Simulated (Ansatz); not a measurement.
# Al2: the cost of one run

Computed with Ansatz 0.2.0 (the levels named in each step, unless a step's input says otherwise).

### Step 1. The system as given

Bond lengths: Al1–Al2 2.505 Å.

As a file:

```xyz
2

Al    0.0000    0.0000    0.0000
Al    0.0000    0.0000    2.5048
```

### Step 2. A rough first relaxation, PBE-D4/def2-SVP

This run stands in another session on the same molecule. It ended at:

```xyz
2

Al    0.0000    0.0000    0.0048
Al    0.0000    0.0000    2.5000
```

### Step 3. Relaxation, PBE0-D4/def2-TZVPP

This run stands in another session on the same molecule. It ended at:

```xyz
2

Al    0.0000    0.0000    0.0133
Al    0.0000    0.0000    2.4915
```

### Step 4. Bond length 2.1809 Å, PBE0-D4/def2-QZVPP

input.yaml

```yaml
crystal:
  periodic: [false, false, false]
  atoms:
    - { symbol: Al, position_ang: [0.0, 0.0, 0.0] }
    - { symbol: Al, position_ang: [0.0, 0.0, 2.1809] }
magnetization:
  spin_polarized: true
  initial_magnetization: 2
basis:
  gaussian: { orbitals: def2-QZVPP.json }
hamiltonian:
  xc: pbe0
  dispersion: d4
```

On the command line:

```bash
ansatz run input.yaml --threads 2 --pin off --max-ram 5120MiB --backend cpu --events-out ev --progress --plain --runs-dir out
```

What time and memory should one allow on 2 threads of Oxide Virtual Turin-like (Zen 5), shared host?

About 2.5 s, with a peak of 0.28 GiB.
